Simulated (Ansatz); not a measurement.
in.yaml

```yaml
crystal:
  periodic: [false, false, false]
  atoms:
    - {symbol: Ge, position_ang: [0.000000, -0.035172, 0.901785]}
    - {symbol: Na, position_ang: [0.000000, 0.020490, -2.883474]}
    - {symbol: H, position_ang: [0.000000, 2.067431, 0.778569]}
basis:
  gaussian: {orbitals: cc-pVDZ}
correlation: {method: fic_nevpt4_sd, electrons: outside_noble_gas, active_space: {window: {electrons: 2, orbitals: 2}}}
accuracy: high
```

```sh
$ ansatz run in.yaml --threads 1 --pin off --events-out ev --progress --plain --max-ram 2393MiB
```

Output:

```
992 factors; integrals over basis functions are off by at most 4.7e-9 eV
mean field evaluation 1: about -60889.6654 eV, gradient 6.1e0 eV
mean field evaluation 2: about -60889.6750 eV, gradient 6.1e0 eV
mean field evaluation 4: about -60889.9939 eV, gradient 7.2e-1 eV
mean field evaluation 8: about -60890.0012 eV, gradient 1.7e-3 eV
mean field evaluation 16: about -60874.1350 eV, gradient 1.9e1 eV
mean field evaluation 32: about -60888.3895 eV, gradient 5.0e-2 eV
mean field evaluation 64: about -60888.3895 eV, gradient 5.0e-2 eV
mean field -60890.00121897 eV, -2237.6662720720 hartree, gradient 7.8e-8 eV, S^2 0.000000; 6 other end points of the search recorded, 0 dependent functions left out; unrestricted orbitals would lower it
reference -60890.00121897 eV, -2237.6662720720 hartree; 22, 22 occupied and 28, 28 virtual orbitals, 992 factors
state -60890.69033427 eV, -2237.6915965921 hartree
state -60890.69033427 eV, -2237.6915965921 hartree; corrected -60893.26616630 eV, -2237.7862566734 hartree
state -60890.61869784 eV, -2237.6889640019 hartree
state -60890.61869784 eV, -2237.6889640019 hartree; corrected -60893.27636924 eV, -2237.7866316244 hartree
state -60890.61869784 eV, -2237.6889640019 hartree; corrected -60893.27636924 eV, -2237.7866316244 hartree
WARN: the results are in doubt because another end's mean lies 0.072 eV lower, and its corrected mean 0.010 eV higher
Total energy: -60893.27636924 eV, -2237.7866316244 hartree
In doubt: another end's mean lies 0.072 eV lower, and its corrected mean 0.010 eV higher
```

Ran on 1 thread of Arm Neoverse V1, shared host: 8.5 s wall, 0.15 GiB peak host memory.
